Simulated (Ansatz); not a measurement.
Abridged output of a molecular run in Ansatz:

```
Functional definition: HF
70 factors; integrals over basis functions are off by at most 1.4e-4 eV
mean field evaluation 1: about -1478.4820 eV, gradient 3.9e0 eV
mean field evaluation 2: about -1478.4830 eV, gradient 3.9e0 eV
mean field evaluation 4: about -1478.5723 eV, gradient 1.4e-1 eV
mean field evaluation 8: about -1478.5724 eV, gradient 2.2e-5 eV
mean field -1478.57238136 eV, -54.3365328025 hartree, gradient 7.5e-7 eV, S^2 3.756787; 0 other end points of the search recorded, 0 dependent functions left out
1 core orbitals not correlated: weight in the atoms' cores, before any rotation towards them, 1.000 or more for the frozen orbitals, at most 0.000 for the correlated occupied ones
reference -1478.57238136 eV, -54.3365328025 hartree; 4, 1 occupied and 9, 12 virtual orbitals, 70 factors
second order -1.89356569 eV of doubles, -0.00000000 eV of singles
cycle   1  -2.21450812 eV  change   -3.2e-1 eV  update   2.6e-2
cycle   2  -2.29390389 eV  change   -7.9e-2 eV  update   8.3e-3
cycle   3  -2.29846363 eV  change   -4.6e-3 eV  update   2.5e-3
cycle   4  -2.29858701 eV  change   -1.2e-4 eV  update   4.6e-4
cycle   5  -2.29852361 eV  change    6.3e-5 eV  update   8.9e-5
cycle   6  -2.29857484 eV  change   -5.1e-5 eV  update   6.2e-6
cycle   7  -2.29856219 eV  change    1.3e-5 eV  update   9.1e-7
cycle   8  -2.29856482 eV  change   -2.6e-6 eV  update   1.9e-7
perturbative correction -0.01942310 eV, -0.0007137856 hartree
Total energy: -1480.89036927 eV, -54.4217172872 hartree
Checks for a lower state left out: cluster_reference
```

Its atoms:

N alone.

Problem. Which basis set was used?
A. def2-SVPD
B. def2-SVP
C. cc-pV(Q+d)Z
D. cc-pV(T+d)Z

Solution. B. It gives 14 functions.

Problem. Write the keys of the input that set method, charge and spin (a neutral closed shell needs none for the last two).

Solution. 
```yaml
magnetization: {spin_polarized: true, initial_magnetization: 3}
correlation: {method: ccsd_t}
scf: {omitted_lower_state_checks: [cluster_reference]}
```
